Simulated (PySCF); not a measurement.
**Static response to an electric field**

Species: C5H8N (charge +1).
Cartesian coordinates in Å at the GFN2-xTB level; atoms count from 1:
```
atom  x, y, z in Å
C1     2.4142    0.4927    1.8118
C2     1.6657    0.2912    0.8998
C3     0.7614    0.0664   -0.1880
C4    -0.2496    1.1236   -0.5558
C5    -0.7001   -0.1296    0.1233
N6    -1.4623   -1.1220   -0.6752
H7     3.0835    0.6661    2.6018
H8     1.1910   -0.5199   -0.9928
H9    -0.4824    1.2647   -1.6002
H10   -0.2632    2.0375    0.0171
H11   -1.0261   -0.0902    1.1535
H12   -1.1185   -1.1227   -1.6460
H13   -1.3487   -2.0688   -0.2860
H14   -2.4657   -0.8895   -0.6856
```

Level: CAM-B3LYP/def2-SVPD (PySCF), static field, nuclei fixed, core orbitals frozen in the response. The polarisability tensor in these axes (au):

```
x   66.87  4.79 15.43
y    4.79 51.48  2.31
z   15.43  2.31 59.97
```

Task: Give the principal values, the mean and the anisotropy Δα = √{½[(α1 − α2)² + (α2 − α3)² + (α1 − α3)²]}.

Result: Principal values 47.20, 50.95 and 80.17 au; mean 59.44 au = 8.81 Å³ = 9.80 × 10⁻⁴⁰ C²·m²/J; Δα = 31.26 au (53 % of the mean).

Task: What depolarisation ratio follows for Rayleigh scattering of linearly polarised light, taking the static tensor?

Result: ρ = 3Δα²/(45ᾱ² + 4Δα²) = 2931.4/(158984 + 3908.5) = 0.018.

Task: Sum over states: ᾱ = Σ f/ω², ω in Eh. What share falls to these 8 lowest TDDFT singlets (eV, f)? 6.24, 0.0005; 6.48, 0.0070; 6.65, 0.0011; 6.73, 0.0013; 6.89, 0.0247; 7.61, 0.0035; 7.83, 0.0874; 7.90, 0.0317.

Result: They add up to 2.03 au, 3.4 % of the 59.44 au; the largest single term is 1.06 au, from the state at 7.83 eV. Terms in order: 0.01, 0.12, 0.02, 0.02, 0.39, 0.04, 1.06, 0.38 au. Higher excitations give the rest. The strengths listed sum to 0.157.

Task: Along which axes do the principal values lie, and how far do the nuclei extend along each?

Result: Largest value along (0.77, 0.18, 0.61), where the nuclei span 6.57 Å; middle along (0.07, 0.93, -0.37), 3.78 Å; least along (-0.63, 0.33, 0.70), 3.05 Å. The response follows the extents in order.

Task: Give the eigenvalues of the traceless quadrupole moment Θ = ½Σq(3rr − r²1), origin at the centre of nuclear charge.

Result: -14.12, -11.74, 25.86 D·Å. The values depend on the origin, since the species is charged. The electronic extent ⟨r²⟩ about the same centre is 648 bohr², a root-mean-square distance of 2.03 Å for the 44 electrons.

Geometry: GFN2-xTB; no solvent, vibrations or thermal averaging.

The run behind these numbers computed excited states as well. Time: 24 s; peak memory 0.78 GiB. Hardware: an Arm Neoverse V1 with one thread (shared host).
